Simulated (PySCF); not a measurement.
**Spin states of AlSi⁺**

Unrestricted PBE0; basis Al def2-SVP, Si def2-SVP; no relativity; PySCF 2.14. Outer shells of the fragments: Al+ 3s2; Si 3s2 3p2.

Followed along the bond (rough minima from three points):

```
2Ms+1  unpaired  ⟨S²⟩ at the start  R at minimum (Å)  Te (eV)
    3  σ ↑, π ↑               2.01              2.79     0.00
    1  σ ↓, π ↑               1.02              2.73     0.17
    3      π ↑↑               2.03              2.43     0.21
    1      π ↑↓               1.01              2.44     0.46
    1      none               0.00              2.44     1.22
```

Solutions found at the starting distance of 2.410 Å, counted from the lowest of them; the search is not exhaustive and high or unbound solutions are not listed, so other states can lie among these:

```tsv
2Ms+1	unpaired	term	E (eV)	⟨S²⟩	⟨Lz²⟩	μ (D)
3	π ↑↑	³Σ⁻	0.00	2.03	0.00	-2.75
3	σ ↑, π ↑	³Π	0.05	2.01	1.01	-1.29
1	σ ↓, π ↑	mixed	0.17	1.02	1.00	-1.35
1	π ↑↓	mixed	0.25	1.01	2.02	-2.69
1	none	mixed	1.01	0.00	2.00	-2.40
1	none	¹Σ⁺	1.50	0.00	0.00	1.62
3	π ↑↑	mixed	2.76	2.06	2.01	-0.57
1	σ ↓↓, π ↑↑	mixed	2.76	2.01	0.00	-2.81
1	σ ↓, π ↑	mixed	4.02	1.28	1.00	-2.85
```

A term symbol is given only where ⟨S²⟩ and ⟨Lz²⟩ are close to those of a pure state; real π, δ and φ orbitals otherwise mix terms. A positive dipole points towards Si; it is taken about the centre of mass and depends on that origin.

Compare the gap between the two lowest followed solutions at the starting distance with the gap between their minima.

At PBE0 the second solution (Ms = 0 of mixed spin, unpaired electrons σ ↓, π ↑) lies +0.12 eV from the first (triplet, unpaired electrons σ ↑, π ↑) at 2.410 Å and +0.17 eV at the minima; the two curves relax by different amounts, since their minima lie near 2.73 and 2.79 Å.
